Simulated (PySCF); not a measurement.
Bonds (- single, = double, # triple, : aromatic): C1=C2 1.333 Å, C2-C3 1.488 Å, C3-Cl4 1.797 Å. C1 carries H5, H6; C2 carries H7; C3 carries H8, H9. H6 is cis to C3; H5 is trans to C3.

Geometry: PBE0-D3(BJ)/def2-SVP; GIAO shifts from PySCF 2.14.0 with density-fitted response routines, gas phase, non-relativistic, averaged over equivalent atoms.

At PBE0/pcSseg-1 (100 basis functions, 7.4 s wall time on 1 thread of an Arm Neoverse V1, shared host):
```csv
atoms,δ (ppm)
C2,144.7
C1,125.5
C3,51.6
Cl4,111.3
H7,6.06
H6,5.51
H5,5.41
H8/H9,3.89
```

Referencing at the same level of theory: TMS for ¹³C (184.41 ppm) and ¹H (31.27 ppm); ³⁵Cl (943.27 ppm) vs HCl.

**Question.** Estimate the result of repeating the calculation with HF/pcSseg-2.

**Answer.** 
```
atoms  δ at HF/pcSseg-2  change
   C2             147.4    +2.7
   C1             125.8    +0.3
   C3              47.1    -4.5
  Cl4              61.7   -49.6
   H7              6.18   +0.12
   H6              5.47   -0.04
   H5              5.36   -0.05
H8/H9              3.85   -0.04
```

References, each an isolated molecule treated in the same way: ¹³C (191.47 ppm) and ¹H (31.68 ppm) vs TMS; ³⁵Cl (944.88 ppm) vs HCl.

The largest change is at Cl4 (chlorine bonded to C). Cost: 221 basis functions, 7.5 s wall time on 1 thread of an Arm Neoverse V1, shared host. The order of the carbon signals is the same at both levels.

Carbons that carry Cl, above all several Cl atoms, come out too deshielded, partly because spin–orbit coupling is missing.
